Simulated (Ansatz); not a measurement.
Results of LDA in Ansatz (PAW) for fcc Sr.

Run with plane-wave cutoff 520 eV, 12×12×12 k mesh, Fermi–Dirac smearing 0.1 eV, perturbation theory, scalar-relativistic PAW data made under PBE.

Computed at the level's own relaxed cell.

```
Sr
1.0
    0.00000     2.89644     2.89644
    2.89644     0.00000     2.89644
    2.89644     2.89644     0.00000
Sr
1
Direct
  0.00000   0.00000   0.00000
```

Harmonic phonon frequencies (cm⁻¹; i marks an imaginary mode):

```
q point  frequencies
-------  -----------
X                ___
L                ___
W           71 98 98
```

Q: Complete the blanks.

A: 
- X, frequencies: 82 82 113
- L, frequencies: 50 50 104

No imaginary mode appears at these points.

Ansatz is a program for electronic structure.
